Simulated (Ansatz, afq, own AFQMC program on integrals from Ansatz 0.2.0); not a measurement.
**AlSiH₄, doublet: AFQMC among the cluster methods**

```xyz
6

Al   -1.7258    0.0252    0.0000
H    -2.5187    1.3986    0.0000
H    -2.5187   -1.3482    0.0000
H    -0.1400    0.0252    0.0000
Si    1.7662    0.0252    0.0000
H     2.1626   -1.4543    0.0000
```

Connectivity, by distances: AlH3 ··· SiH.

Basis cc-pVTZ. Only valence electrons are correlated. Integrals, coupled cluster, full CI and functionals: Ansatz 0.2.0; the random walks run on the same integrals in our own AFQMC program. ph-AFQMC/CISD is guided by a CISD state made of CCSD amplitudes; releasing the constraint for a short imaginary time cuts its bias at the price of noise, slowly where states lie close. Uncertainties: one standard error, sampling alone.

Determinant: UHF, the one that the program's search chose, which needn't be the lowest solution. The geometry is a point of a scan.

No full CI on the walks' own integrals is used here. The released AFQMC energy serves as the reference, which it does only where one determinant dominates, the energy is flat over the last release times and near the phaseless one (40 meV or 2 meV an electron, half that with transition metals). On small molecules, where full CI could be run and the noise was under 10 meV, such values lay within 10 meV of it in 19 cases of 20, a flattering rate, since the rule was set on those same cases; what remains of the bias isn't in the error bar.

Cautions: the released value is read at 2.40 1/Eh (meV from the phaseless value at times in 1/Eh: -5 ± 4 at 0.24, -11 ± 3 at 0.51, -15 ± 3 at 0.99, -27 ± 6 at 1.62, -20 ± 5 at 2.40).

The T1 diagnostic is 0.0250, the weight of the determinant in the CISD state is 0.850 and the ⟨S²⟩ of the determinant is 0.789. The size of the correlated space is 11 electrons in 114 orbitals.

Reference: AFQMC with the constraint released, correlation energy -6.497 ± 0.005 eV.

```
        level  E − E(reference) (kcal/mol)  share of correlation (%)
           HF                149.82 ± 0.12                      0.00
          MP2                 33.88 ± 0.12                     77.39
         CCSD                  5.26 ± 0.12                     96.49
      CCSD(T)                  1.14 ± 0.12                     99.24
  ph-AFQMC/HF                 -0.76 ± 0.58                    100.51
ph-AFQMC/CISD                  0.47 ± 0.17                     99.69
```

A walk keeps the symmetry of its determinant, which the program's search chose and which needn't be the lowest solution, so a lower state of the same spin and another symmetry isn't excluded. Released energies are given only where the last usable release times agree within the noise; a slower fall can still hide under it.
